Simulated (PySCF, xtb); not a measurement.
chloromethane (CH3Cl), SMILES ClC.

Coordinates come from a ωB97X-D3(BJ)/def2-TZVP optimisation.

Level of theory: C-PCM-ωB97X/def2-TZVPD run with PySCF.

The values are the electrostatic part of the solvation free energy, E(continuum) − E(gas) at the gas-phase geometry, in a cavity of scaled van der Waals radii (PySCF's table); cavitation and dispersion terms are not included. In vacuum the orbital gap is 12.96 eV. The dipole moment in vacuum is 1.95 D.

Computed values in water (ε = 78.36), 1-octanol (ε = 9.86), acetonitrile (ε = 35.69):
```json
[
 {"solvent": "water", "ε": "78.36", "ΔG(elec) (kcal/mol)": "-2.7", "dipole (D)": "2.55", "gap (eV)": "13.10"},
 {"solvent": "1-octanol", "ε": "9.86", "ΔG(elec) (kcal/mol)": "-2.4", "dipole (D)": "2.49", "gap (eV)": "13.11"},
 {"solvent": "acetonitrile", "ε": "35.69", "ΔG(elec) (kcal/mol)": "-2.6", "dipole (D)": "2.54", "gap (eV)": "13.10"}
]
```

For comparison, GFN2-xTB/ALPB(water) (xtb, at the GFN2-xTB geometry, all terms of that model) gives -2.1 kcal/mol.
